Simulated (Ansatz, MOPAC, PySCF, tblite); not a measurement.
Energy landscape of H2O, singlet: symmetric bend, bond length relaxed. Scanned: H-O-H angle. Other coordinates (O-H bond length) were minimised at PBE0/def2-TZVP.

PM7, restricted, heats of formation (MOPAC); GFN2-xTB, 300 K electronic temperature (tblite); RHF/STO-3G = PySCF with restricted Hartree-Fock/STO-3G; FCI/cc-pVDZ = full CI/cc-pVDZ, frozen core (Ansatz, an electronic-structure program).

Energies relative to the lowest point of each profile, in eV; the last columns give the difference from FCI:

| a / ° | PM7 | GFN2-xTB | RHF/STO-3G | FCI/cc-pVDZ | PM7 − FCI/cc-pVDZ | GFN2-xTB − FCI/cc-pVDZ | RHF/STO-3G − FCI/cc-pVDZ |
|---|---|---|---|---|---|---|---|
| 180 | 0.804 | 1.354 | 3.035 | 1.586 | -0.782 | -0.232 | 1.449 |
| 170.75 | 0.781 | 1.282 | 2.928 | 1.529 | -0.748 | -0.247 | 1.399 |
| 159.47 | 0.690 | 1.042 | 2.534 | 1.320 | -0.630 | -0.278 | 1.214 |
| 148.42 | 0.542 | 0.730 | 1.954 | 1.012 | -0.470 | -0.282 | 0.942 |
| 138.06 | 0.368 | 0.441 | 1.346 | 0.687 | -0.319 | -0.245 | 0.659 |
| 128 | 0.196 | 0.209 | 0.792 | 0.389 | -0.194 | -0.180 | 0.402 |
| 119.05 | 0.069 | 0.065 | 0.388 | 0.175 | -0.106 | -0.110 | 0.214 |
| 111.31 | 0.000 | 0.000 | 0.141 | 0.049 | -0.049 | -0.049 | 0.093 |
| 98.11 | 0.008 | 0.040 | 0.000 | 0.000 | 0.008 | 0.040 | 0.000 |
| 89.13 | 0.122 | 0.195 | 0.146 | 0.111 | 0.011 | 0.084 | 0.034 |
| 79.46 | 0.354 | 0.495 | 0.555 | 0.381 | -0.027 | 0.113 | 0.173 |
| 71.14 | 0.653 | 0.875 | 1.132 | 0.751 | -0.099 | 0.124 | 0.381 |
| 60 | 1.225 | 1.585 | 2.239 | 1.470 | -0.245 | 0.115 | 0.768 |

PM7 is furthest from FCI/cc-pVDZ at 180 (-0.782 eV, below); its mean absolute difference over the points is 0.284 eV.

GFN2-xTB is furthest from FCI/cc-pVDZ at 148.42 (-0.282 eV, below); its mean absolute difference over the points is 0.161 eV.

RHF/STO-3G is furthest from FCI/cc-pVDZ at 180 (1.449 eV, above); its mean absolute difference over the points is 0.595 eV.
